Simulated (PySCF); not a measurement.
# Basis-set dependence of AlO⁻ at PBE0

PySCF, UKS reference; singlet, unpaired electrons none; De to Al + O⁻ without counterpoise correction.

```csv
basis,relativity,functions,Re (Å),ωe (cm⁻¹),De (eV),μ (D)
aug-cc-pVDZ-DK,spin-free X2C,50,1.665,939,5.84,-1.31
aug-cc-pV(D+d)Z/aug-cc-pVDZ,no relativity,55,1.645,960,6.02,-1.26
def2-TZVPPD,no relativity,88,1.636,984,6.13,-1.33
```

Problem. How does each smaller set differ from the one with most functions, def2-TZVPPD?

Solution. aug-cc-pVDZ-DK: +2.9 pm, -4.6 % in ωe, -0.29 eV in De; aug-cc-pV(D+d)Z/aug-cc-pVDZ: +0.9 pm, -2.4 % in ωe, -0.11 eV in De. All at PBE0; the set with most functions is neither the basis-set limit nor always the best. The rows treat relativity differently, so the differences are not basis effects alone.

A positive dipole points towards O; it is taken about the centre of mass and depends on that origin. For an ion De counts to the pair picked by the measured ionisation energies or electron affinities, which need not be the lowest pair at this level.
